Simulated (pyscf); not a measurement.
# Substitution at O: H₃Si–O–AsH₂ + H atom (H•) → AsH₂• + silanol (HO–SiH₃)

Gas phase, doublet surface, charge 0. Bonds broken: As1–O2. Bonds formed: O2–H6. Single points on ωB97X-D3(BJ)/def2-SVP structures (PySCF, gas phase).

Transition state (Å):

```xyz
9

As     0.1249    -1.6093    -1.0233
O      0.8807    -0.3834     0.2599
Si    -0.0121     0.1482     1.6219
H      1.3551    -2.5026    -0.9947
H      0.6618    -0.8035    -2.1955
H      2.0491     0.3149     0.5041
H     -0.1887     1.6239     1.5831
H     -1.3437    -0.5141     1.5475
H      0.6720    -0.2533     2.8795
```

One imaginary mode, 1562i cm⁻¹; descent along it reached the two sides named.

| bond | change | reactant side (Å) | saddle | product side |
|---|---|---|---|---|
| As1–O2 | breaks | 1.799 | 1.929 | 3.1 |
| O2–H6 | forms | 3.1 | 1.383 | 0.962 |

Electronic energies relative to the separated reactants (kcal/mol):

| level | barrier | reaction energy | reverse barrier |
|---|---|---|---|
| ωB97X-D3(BJ)/def2-TZVP | 15.3 | -34.8 | 50.1 |
| PBE/def2-TZVP | 3.6 | -37.6 | 41.3 |
| r²SCAN/def2-TZVP | 5.3 | -39.5 | 44.8 |
| B3LYP-D3(BJ)/def2-TZVP | 6.6 | -39.2 | 45.8 |
| PBE0-D3(BJ)/def2-TZVP | 9.0 | -37.8 | 46.8 |
| M06-2X/def2-TZVP | 13.3 | -39.4 | 52.7 |
| ωB97M-D3(BJ)/def2-TZVP | 12.7 | -39.6 | 52.3 |
| HF/def2-TZVP | 31.2 | -39.9 | 71.2 |

With ωB97M-D3(BJ)/def2-TZVP energies and thermal terms (ideal gas, 1 atm, RRHO with modes under 100 cm⁻¹ raised to 100, one conformer, R ln 2 for chiral ones without a mode under 150 cm⁻¹), in kcal/mol:

```tsv
T (K)	ΔH‡	ΔG‡	ΔH	ΔG
298	12.4	19.0	-36.5	-39.9
600	12.2	25.8	-37.5	-43.0
900	11.9	32.6	-38.8	-45.4
1200	11.6	39.5	-40.1	-47.5
```

This saddle turned up in a search for another step; its sides and bond changes are read from the two ends of the descent. The same reactants have a lower exit, to •H₂Si–O–AsH₂ + H₂ (barrier +6.2 kcal/mol at ωB97M-D3(BJ)/def2-TZVP, against +12.7 kcal/mol here). H₃Si–O–AsH₂ lies 10.7 kcal/mol over its isomer HO–SiH₂–AsH₂ (electronic energy, ωB97M-D3(BJ)/def2-TZVP). This is the saddle that the search found; another between the same sides may lie lower. The angle at the attacked O is 140°. Elements up to Kr have no core potential and no relativistic terms here.
